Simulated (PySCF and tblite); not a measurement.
Results of a calculation; reference values are marked as such.
System: C₃H₉O (charge +1), numbered as in [CH3:1][O+:2]([CH3:3])[CH3:4].

Motion: pyramidal inversion at O2. GFN2-xTB gives an electronic barrier of 2.5 kcal/mol.

The ion is treated without a counter-ion.

PBE0/pcSseg-1 + D3(BJ) on PBE0-D3(BJ)/def2-SVP geometries gives 1.9 kcal/mol and k(298 K) = 1.1×10¹² s⁻¹.

**Question.** What does PBE0/pcSseg-1 + D3(BJ), IEF-PCM acetone give on PBE0-D3(BJ)/def2-SVP geometries?

**Answer.** A barrier of 2.3 kcal/mol, 0.4 above the first DFT barrier (from unrounded values) and, with GFN2-xTB thermal terms, ΔG‡(298 K) = 2.4 kcal/mol and k = 6.2×10¹¹ s⁻¹ (6 equivalent paths).

Programs: tblite and PySCF.
